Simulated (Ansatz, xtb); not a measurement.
H3NPS−: which of two conformers lies lower

Structure a: `NP[S-]`, a singlet. Structure b: `NP[S-]`, a singlet. Both are isolated ions in the gas phase, relaxed with r2SCAN-D4/def2-SVPD.

a (Å):

```csv
atom,x (Å),y (Å),z (Å)
N,-0.1101,-0.2909,0.5501
P,0.7103,0.8028,1.7081
S,1.1254,-0.3119,3.4128
H,0.6170,-0.8445,0.0961
H,-0.6630,-0.9671,1.0850
H,-0.5376,1.4352,2.0727
```

b (Å):

```xyz
6

N    -0.1816    0.7171   -0.9133
P    -0.3580   -0.3623    0.5028
S    -2.2901   -1.0649    0.3057
H    -0.5557    0.6674    1.5229
H    -1.0014    1.3206   -1.0092
H     0.6489    1.3056   -0.8190
```

Estimate E(b) − E(a) at the level CCSD(T)/def2-SVPD + ΔMP2/def2-TZVPPD.

Calculated at CCSD(T)/def2-SVPD + ΔMP2/def2-TZVPPD: E(b) − E(a) = +3.5 kcal/mol, so structure a lies lower.

The same difference at several levels:

```tsv
level	geometry	E(b) − E(a) (kcal/mol)	departure from the last row (kcal/mol)	job, with rough time for the two
r2SCAN-D4/def2-SVPD	r2SCAN-D4/def2-SVPD	+3.9	+0.4	optimisation, 58 s
HF/def2-SVPD	r2SCAN-D4/def2-SVPD	+3.2	−0.3	part of the CCSD(T) run
MP2/def2-SVPD	r2SCAN-D4/def2-SVPD	+3.7	+0.2	part of the CCSD(T) run
CCSD(T)/def2-SVPD	r2SCAN-D4/def2-SVPD	+3.6	+0.1	single point
CCSD(T)/def2-SVPD + ΔMP2/def2-TZVPPD	r2SCAN-D4/def2-SVPD	+3.5		single point, 23 s
```

The levels shown agree on the order. The largest departure from CCSD(T)/def2-SVPD + ΔMP2/def2-TZVPPD is that of r2SCAN-D4/def2-SVPD, 0.4 kcal/mol. Levels run at GFN2-xTB geometries aren't shown. The last row adds to CCSD(T) the change of the MP2 difference between the two basis sets, here −0.1 kcal/mol.

With harmonic frequencies from r2SCAN-D4/def2-SVPD (ideal gas, rigid rotor, one conformer each, 298.15 K, 1 atm): on the last row, ΔE + ΔZPE = +2.9, ΔH = +3.0, ΔG = +2.8 kcal/mol.

The correlated steps freeze 11 core orbitals. Codes used: Ansatz 0.2.0; the last row on 1 thread of Arm Neoverse V1 on a shared host.
